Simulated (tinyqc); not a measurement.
Extended Hueckel theory, for N2, step by step. One step of it, computed by the program tinyqc.

Question. Wolfsberg-Helmholz matrix. H_ij = K' S_ij (H_ii + H_jj)/2 for i != j (the diagonal keeps H_ii), with K' = K + D^2 + D^4 (1 - K), D = (H_ii - H_jj)/(H_ii + H_jj), K = 1.75.

overlap S, order 1N 2s, 1N 2px, 1N 2py, 1N 2pz, 2N 2s, 2N 2px, 2N 2py, 2N 2pz:
```
[[1.000000, 0.000000, 0.000000, 0.000000, 0.347633, 0.000000, 0.000000, -0.370687],
 [0.000000, 1.000000, 0.000000, 0.000000, 0.000000, 0.197419, 0.000000, 0.000000],
 [0.000000, 0.000000, 1.000000, 0.000000, 0.000000, 0.000000, 0.197419, 0.000000],
 [0.000000, 0.000000, 0.000000, 1.000000, 0.370687, 0.000000, 0.000000, -0.330193],
 [0.347633, 0.000000, 0.000000, 0.370687, 1.000000, 0.000000, 0.000000, 0.000000],
 [0.000000, 0.197419, 0.000000, 0.000000, 0.000000, 1.000000, 0.000000, 0.000000],
 [0.000000, 0.000000, 0.197419, 0.000000, 0.000000, 0.000000, 1.000000, 0.000000],
 [-0.370687, 0.000000, 0.000000, -0.330193, 0.000000, 0.000000, 0.000000, 1.000000]]
```

diagonal H_ii (eV): [-26.000000, -13.400000, -13.400000, -13.400000, -26.000000, -13.400000, -13.400000, -13.400000]

K = 1.750000

Give: H.

Answer.

H (eV), order 1N 2s, 1N 2px, 1N 2py, 1N 2pz, 2N 2s, 2N 2px, 2N 2py, 2N 2pz:
```
[[-26.0000, 0.0000, 0.0000, 0.0000, -15.8173, 0.0000, 0.0000, 13.4690],
 [0.0000, -13.4000, 0.0000, 0.0000, 0.0000, -4.6295, 0.0000, 0.0000],
 [0.0000, 0.0000, -13.4000, 0.0000, 0.0000, 0.0000, -4.6295, 0.0000],
 [0.0000, 0.0000, 0.0000, -13.4000, -13.4690, 0.0000, 0.0000, 7.7430],
 [-15.8173, 0.0000, 0.0000, -13.4690, -26.0000, 0.0000, 0.0000, 0.0000],
 [0.0000, -4.6295, 0.0000, 0.0000, 0.0000, -13.4000, 0.0000, 0.0000],
 [0.0000, 0.0000, -4.6295, 0.0000, 0.0000, 0.0000, -13.4000, 0.0000],
 [13.4690, 0.0000, 0.0000, 7.7430, 0.0000, 0.0000, 0.0000, -13.4000]]
```
